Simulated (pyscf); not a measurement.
Thermochemistry of product channels of `[OH3+]` + `[CH3][O][CH3]` on the singlet surface, in kJ/mol, from CCSD(T)/def2-TZVPP + ΔMP2(QZVPP) energies (ideal gas, 1 atm, RRHO with modes under 100 cm⁻¹ raised to 100, one conformer, R ln 2 for chiral ones without a mode under 150 cm⁻¹). PySCF, gas phase, ωB97X-D3(BJ)/def2-SVP geometries. Correlated levels are frozen-core, on RHF or UHF. ΔMP2 is the change of the MP2 total energy from the triple- to the quadruple-zeta basis.

| products | ΔE | ΔH(298 K) | ΔG(600 K) | ΔG(900 K) |
|---|---|---|---|---|
| `[OH2]` + `[CH3][OH+][CH3]` | -103.6 | -101.4 | -108.8 | -113.5 |
| `[CH3][OH2+]` + `[CH3][OH]` | -44.0 | -40.7 | -55.4 | -62.7 |

These are energies of the channels, which say nothing of barriers. H₃C–O–CH₃ lies 47.7 kJ/mol over its isomer H₃C–CH₂–OH (electronic energy, ωB97M-D3(BJ)/def2-TZVP). H₃C–OH⁺–CH₃ lies 34.8 kJ/mol over its isomer H₃C–CH₂–OH₂⁺ (electronic energy, ωB97M-D3(BJ)/def2-TZVP). The CCSD(T) − MP2 part came from Ansatz, without density fitting, on the same reference.
